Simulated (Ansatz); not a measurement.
# HCl with CHN: structure and interaction energy

An exercise on one series of results from a longer session: the logs are not shown, and one member is left open.

Method: PBE0-D4 structure, single points in def2-TZVPPD; program: Ansatz 0.2.0, Gaussian basis.

Levels: PBE-D4, revPBE-D4, BLYP-D4, r2SCAN-D4, B97M-V, PBE0-D4, B3LYP-D4, HSE06-D4, wB97X-V, wB97M-V, B2PLYP, Hartree-Fock, MP2, CCSD, CCSD(T). The reference is CCSD(T) extrapolated to the basis limit.

Cores are frozen in the correlated methods. B3LYP uses VWN-RPA correlation. B2PLYP carries no dispersion term here.

176 further runs of the same task are left out: 176 set aside as unsound or not needed.

**The starting structure**

The pair, from a GFN2-xTB docking trial: 5 atoms, charge 0, spin multiplicity 1.

Atoms are counted from 1 here; the program's logs count them from 0.

Bond lengths: Cl1–H2 1.285 Å, C3–N4 1.138 Å, C3–H5 1.058 Å. Angles: N4–C3–H5 179.7°.

Coordinates:

```mol
CH2ClN
  3D, bonds by distance, orders not assigned

  5  3  0  0  0  0  0  0  0  0999 V2000
   -0.0069   -0.5336   -2.5297 Cl  0  0
    0.0522    0.7360   -2.3410 H   0  0
   -0.0221   -0.0641    1.5983 C   0  0
    0.2484   -0.2851    2.6809 N   0  0
   -0.2716    0.1469    0.5916 H   0  0
  1  2  8  0
  3  4  8  0
  3  5  8  0
M  END
```

Atoms 1 to 2 are fragment A (HCl), the rest fragment B (CHN).

The first run:

pre/in.yaml reads:

```yaml
crystal:
  periodic: [false, false, false]
  atoms:
    - {symbol: Cl, position_ang: [-0.006900, -0.533600, -2.529700]}
    - {symbol: H, position_ang: [0.052200, 0.736000, -2.341000]}
    - {symbol: C, position_ang: [-0.022100, -0.064100, 1.598300]}
    - {symbol: N, position_ang: [0.248400, -0.285100, 2.680900]}
    - {symbol: H, position_ang: [-0.271600, 0.146900, 0.591600]}
basis:
  gaussian: {orbitals: def2-SVP}
hamiltonian: {xc: pbe, dispersion: d4}
relax: {f_tol: 0.03, max_steps: 250}
```

Launch:

```
$ ansatz run in.yaml --threads 2 --pin off --events-out ev --progress --plain --max-ram 5222MiB
```

Steps of the session up to this table: A first relaxation in a small basis; Relaxation at PBE0-D4; PBE-D4/def2-TZVPPD; r2SCAN-D4/def2-TZVPPD; PBE0-D4/def2-TZVPPD; B3LYP-D4/def2-TZVPPD; wB97X-V/def2-TZVPPD; wB97M-V/def2-TZVPPD; B2PLYP/def2-TZVPPD; BLYP-D4/def2-TZVPPD; revPBE-D4/def2-TZVPPD; B97M-V/def2-TZVPPD; HSE06-D4/def2-TZVPPD; CCSD(T)/def2-TZVPPD; MP2/def2-QZVPPD; Vibrations of the pair.

One of the session's tables, all rows but one given; the rest of the session is left out.

| method | interaction (kJ/mol) |
| --- | --- |
| PBE-D4 | -8.22 |
| revPBE-D4 | -6.86 |
| BLYP-D4 | -6.78 |
| r2SCAN-D4 | ? |
| B97M-V | -7.40 |
| PBE0-D4 | -7.92 |
| B3LYP-D4 | -7.35 |
| HSE06-D4 | -7.98 |
| wB97X-V | -7.02 |
| wB97M-V | -6.84 |
| B2PLYP | -5.48 |
| Hartree-Fock | -3.02 |
| MP2 | -6.43 |
| CCSD | -5.44 |
| CCSD(T) | -6.00 |
| CCSD(T)/CBS | -6.95 |

**Question.** Estimate the row for r2SCAN-D4.

The run gave: interaction (kJ/mol): -6.39. In the column «interaction (kJ/mol)» it lies between MP2 (-6.43) and CCSD(T) (-6.00).
